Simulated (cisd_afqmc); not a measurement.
Input (AFQMC/CISD/aug-cc-pVTZ; cisd_afqmc is a phaseless AFQMC code with CISD trial states that reads the integrals written by Ansatz):

Ansatz 0.2 input:
```python
import cisd_afqmc

open("ham.yaml", "w").write("""\
crystal:
  periodic: [false, false, false]
  atoms:
    - {symbol: C, position_ang: [0.00000000, 0.00000000, 0.50036493]}
    - {symbol: N, position_ang: [-0.00000000, -0.00000000, -0.65264007]}
    - {symbol: H, position_ang: [0.00000000, 0.00000000, 1.56629093]}
basis:
  gaussian:
    orbitals: aug-cc-pVTZ
magnetization: {spin_polarized: false}
correlation: {method: ccsd, electrons: outside_noble_gas, hamiltonian_folder: ham}
""")
rep = cisd_afqmc.ansatz("ham.yaml")
e_ccsd = rep["correlation"]["coupled_cluster"]["energy"]["hartree"]
out = cisd_afqmc.run("ham", e_ccsd, trial="CISD", walkers=1000, populations=1, threads=12, dt=0.005, steps=40, early=24, settle=10, least=100,
    cut=5e-5, rank_cut=2e-4, target=0.0004, seconds=1000, seed=4, memory=62639, gpu=True)
```

Output:

```
orbitals 113, occupied [5], factors 519 of 674, rank of the doubles 201 of 540
E(HF) = -92.909128
E(CCSD) on the cut factors = -93.262617, shift to the whole factors -0.000003
Energy of the trial state on the determinant = -93.262625
  tau behind 7.2 of longer steps, mean of the populations' last blocks
   2.0  -93.28156
   4.0  -93.28135
   6.0  -93.28341
   8.0  -93.28169
  10.0  -93.28141
  12.0  -93.28260
  14.0  -93.28138
  16.0  -93.28154
  18.0  -93.28100
  20.0  -93.28289
  22.0  -93.28290
blocks 100 (0 outliers left out), error by blocks joined: 1: 0.00022, 2: 0.00026, 4: 0.00027, 8: 0.00027
E(AFQMC/CISD) = -93.28202 +/- 0.00027
```
